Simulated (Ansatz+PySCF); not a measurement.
Values are calculated unless marked as measured or tabulated.
Several solutions for singlet MgO

```yaml
atoms:
  - { symbol: Mg, position_ang: [0.0000, 0.0000, -0.6431] }
  - { symbol: O, position_ang: [0.0000, 0.0000, 0.9647] }
```

Basis set: def2-SVP (spherical functions). Charge 0, multiplicity 1.

UHF was run from several starts with Ansatz (development build ahead of 0.2.0) and PySCF 2.14.0.

| run | program | start | converged | energy (hartree) | <S²> |
| --- | --- | --- | --- | --- | --- |
| A | PySCF | guess 1e, instabilities followed | yes | -274.26649 | 0.98 |
| B | PySCF | guess minao, instabilities followed | yes | -274.26649 | 0.98 |
| C | PySCF | guess huckel, instabilities followed | yes | -274.26649 | 0.98 |
| D | PySCF | guess atom, instabilities followed | yes | -274.26649 | 0.98 |
| E | Ansatz | atomic start, no search | yes | -274.19331 | 0.00 |
| F | Ansatz | stability test followed | yes | -274.26649 | 0.98 |
| G | Ansatz | search for the lowest state | yes | -274.26649 | 0.98 |
| H | PySCF | program defaults | yes | -274.19331 | 0.00 |

(1) Which runs reached the lowest solution of this kind, and what is wrong with the others?

Answers

(1) A, B, C, D, F, G reached the lowest solution found. Converged but too high: E by 1.99 eV, H by 1.99 eV. Convergence only shows a stationary point, and even a stable one can lie too high; stability tests and further starts are what find lower ones. Caution: the unrestricted determinant is a mixture of spin states. Caution: the determinant breaks the point group.
